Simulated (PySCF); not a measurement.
Molecule: `COCC[O-]`, [C₃H₇O₂]-.

Geometry (Å), atoms numbered from 1 in this order:
```xyz
12

C    -1.5762    0.3096   -0.0829
O    -0.8804   -0.9115    0.0889
C     0.4734   -0.8001   -0.3352
C     1.2941    0.3106    0.4168
O     1.0160    1.5488    0.0938
H    -2.0198    0.3569   -1.0906
H    -2.3745    0.3446    0.6618
H    -0.8726    1.1468    0.0489
H     0.9081   -1.7901   -0.1501
H     0.5008   -0.5903   -1.4172
H     2.3872    0.0093    0.2158
H     1.1451    0.0647    1.5240
```

Total charge -1.

Frames of a GFN2-xTB Langevin trajectory at 300 K; GIAO PBE0/pcSseg-1 shieldings in PySCF, gas phase, non-relativistic; equivalent atoms averaged within each frame.

Referencing at the same level of theory: TMS for 13C (σref 186.93) and 1H (σref 31.72); 17O (σref 336.08) vs H2O. The references are static minima.

How do the shifts (ppm) fluctuate along the trajectory?

Answers


```
         time (fs)     C3    C4    C1     O5    O2  H11/H12  H6/H7/H8  H9/H10
               250   93.1  91.5  64.5  133.9  43.7     6.02      5.53    3.43
               425   89.1  95.4  58.5  136.6  27.8     7.10      4.88    3.03
               625  102.7  93.4  64.9  142.6  78.0     6.24      4.53    3.06
               800   83.9  93.9  58.4  139.0  25.6     6.65      4.48    2.55
              1000   87.0  93.0  59.2  144.4  20.7     6.82      5.45    3.21
    mean of frames   91.2  93.4  61.1  139.3  39.2     6.57      4.97    3.06
standard deviation    7.3   1.4   3.3    4.3  23.4     0.43      0.50    0.33
```

5 frames give an uncertainty of the mean of about the standard deviation over 2.2 at best, since frames this close in time may not be independent; classical motion lacks zero-point vibration, and the reference would need the same averaging.
